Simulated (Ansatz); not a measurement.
**CH₆AlB: taking an electron away**

The task here is to estimate one member of a computed series from the others.

The runs use Ansatz 0.2.0, Gaussian basis; unrestricted cation, the program's frozen cores in correlated methods.

Levels to be run: UKS PBE-D4/def2-TZVPP; UKS r2SCAN-D4/def2-TZVPP; UKS PBE0-D4/def2-TZVPP; UKS B3LYP-D4/def2-TZVPP; UKS wB97X-V/def2-TZVPP; UKS wB97M-V/def2-TZVPP; UKS B2PLYP/def2-TZVPP; UHF-CCSD(T)/def2-TZVPP; UHF-MP2/def2-QZVPP; extrapolation to the limit; then −ε(HOMO) from the neutral's earlier runs with LDA (SPW92), PBE-D4, revPBE-D4, BLYP-D4, r2SCAN-D4, B97M-V, PBE0-D4, B3LYP-D4, r2SCANh-D4, r2SCAN0-D4, HSE06-D4, BHLYP-D4, CAM-B3LYP-D4, LC-ωPBE, ωB97X-V, ωB97M-V.

**The relaxed structure**

An earlier PBE0-D4 in a triple-zeta def2 set relaxation fixed the geometry.

SMILES `C[BH][AlH2]`, 9 atoms, charge 0, spin multiplicity 1.

Atoms are counted from 1 here; the program's logs count them from 0.

Bond lengths: C1–B2 1.558 Å, C1–H4 1.091 Å, C1–H5 1.094 Å, C1–H6 1.106 Å, B2–Al3 2.128 Å, B2–H7 1.207 Å, Al3–H8 1.597 Å, Al3–H9 1.596 Å. Angles: B2–C1–H4 117.4°, B2–C1–H5 114.3°, B2–C1–H6 102.6°, H4–C1–H5 109.8°, H4–C1–H6 106.4°, H5–C1–H6 105.0°, C1–B2–Al3 127.0°, C1–B2–H7 115.2°, Al3–B2–H7 117.7°, B2–Al3–H8 121.8°, B2–Al3–H9 121.4°, H8–Al3–H9 116.8°.

The first run:

Contents of in.yaml:

```yaml
crystal:
  periodic: [false, false, false]
  atoms:
    - {symbol: C, position_ang: [-0.672491, 0.651000, -1.105481]}
    - {symbol: B, position_ang: [0.389844, 0.492507, 0.023154]}
    - {symbol: Al, position_ang: [0.673286, -1.196291, 1.286572]}
    - {symbol: H, position_ang: [-1.127953, -0.259652, -1.497394]}
    - {symbol: H, position_ang: [-0.357424, 1.293970, -1.932244]}
    - {symbol: H, position_ang: [-1.480624, 1.211443, -0.600231]}
    - {symbol: H, position_ang: [1.070434, 1.467924, 0.229874]}
    - {symbol: H, position_ang: [-0.160263, -1.386564, 2.635005]}
    - {symbol: H, position_ang: [1.753491, -2.320735, 0.943742]}
basis:
  gaussian: {orbitals: def2-TZVPP}
total_charge: 1
magnetization: {spin_polarized: true, initial_magnetization: 1}
hamiltonian: {xc: pbe, dispersion: d4}
```

Launch:

```bash
ansatz run in.yaml --threads 2 --pin off --events-out ev --progress --plain --max-ram 4352MiB
```

Among the steps run: Cation, UKS PBE-D4/def2-TZVPP; Cation, UKS r2SCAN-D4/def2-TZVPP; Cation, UKS PBE0-D4/def2-TZVPP; Cation, UKS B3LYP-D4/def2-TZVPP; Cation, UKS wB97X-V/def2-TZVPP; Cation, UKS wB97M-V/def2-TZVPP; Cation, UKS B2PLYP (frozen core)/def2-TZVPP; Cation, UHF-CCSD(T)/def2-TZVPP; Cation, UHF-MP2/def2-QZVPP.

One table of the session follows, with a row left open; its other results are not shown here.

It belongs to the step «Ionisation energies side by side». For comparison, −ε(HOMO) of the neutral from earlier runs:

| functional | −ε(HOMO) (eV) |
| --- | --- |
| LDA (SPW92) | 5.92 |
| PBE-D4 | 5.87 |
| revPBE-D4 | 5.84 |
| BLYP-D4 | 5.77 |
| r2SCAN-D4 | 6.09 |
| B97M-V | 6.16 |
| PBE0-D4 | 7.02 |
| B3LYP-D4 | 6.85 |
| r2SCANh-D4 | 6.52 |
| r2SCAN0-D4 | 7.16 |
| HSE06-D4 | 6.62 |
| BHLYP-D4 | 8.11 |
| CAM-B3LYP-D4 | 8.37 |
| LC-ωPBE | 9.69 |
| ωB97X-V | ? |
| ωB97M-V | 9.14 |

Q: Estimate the row for ωB97X-V from the others.

The run gave: −ε(HOMO) (eV): 9.35. In the column «−ε(HOMO) (eV)» it lies between ωB97M-V (9.14) and LC-ωPBE (9.69).
